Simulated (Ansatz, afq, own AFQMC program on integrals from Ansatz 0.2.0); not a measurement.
Where AFQMC and coupled cluster stand for H$_{3}$O, doublet

```yaml
atoms:
  - { symbol: O, position_ang: [-0.1530, -0.0491, 0.0000] }
  - { symbol: H, position_ang: [-0.4023, 0.8775, 0.0000] }
  - { symbol: H, position_ang: [0.8065, -0.0491, 0.0000] }
  - { symbol: H, position_ang: [2.0240, -0.0491, 0.0000] }
```

Basis cc-pVTZ. Only valence electrons are correlated. AFQMC by an in-house program on the Cholesky factors that Ansatz 0.2.0 writes for its CCSD(T) run. ph-AFQMC/CISD is guided by a CISD state made of CCSD amplitudes; releasing the constraint for a short imaginary time cuts its bias at the price of noise, slowly where states lie close. Error bars are statistical, one sigma.

Determinant: UHF, the one that the program's search chose, which needn't be the lowest solution. The geometry is a point of a scan.

No full CI on the walks' own integrals is used here; CCSDT(Q) serves as the reference and is uncertain by about the last step of the cluster series.

- T1 diagnostic: 0.0106
- weight of the determinant in the CISD state: 0.935
- ⟨S²⟩ of the determinant: 0.755
- size of the correlated space: 9 electrons in 71 orbitals

```tsv
level	correlation energy (eV)
MP2	-7.2646
CCSD	-7.4498
CCSD(T)	-7.6730
```

Problem. Estimate where phaseless AFQMC with the Hartree–Fock trial lies against CCSD(T) on the same integrals.

Solution. 6.7 ± 2.3 kJ/mol below CCSD(T).

Reference: CCSDT(Q), correlation energy -7.687 eV. The released energy is read at 2.40 1/Eh (meV from the phaseless value at times in 1/Eh: -3 ± 3 at 0.24, -6 ± 3 at 0.51, -3 ± 3 at 0.99, -14 ± 5 at 1.62, -5 ± 3 at 2.40).

| level | E − E(reference) (kJ/mol) | share of correlation (%) |
| --- | --- | --- |
| CCSD(T) | 1.4 | 99.82 |
| CCSDT | 1.0 | 99.86 |
| ph-AFQMC/HF | -5.3 ± 2.3 | 100.72 |
| ph-AFQMC/CISD | 0.6 ± 0.4 | 99.92 |
| released AFQMC | 0.1 ± 0.3 | 99.99 |

A walk keeps the symmetry of its determinant, which the program's search chose and which needn't be the lowest solution, so a lower state of the same spin and another symmetry isn't excluded. Released energies are given only where the last usable release times agree within the noise; a slower fall can still hide under it.
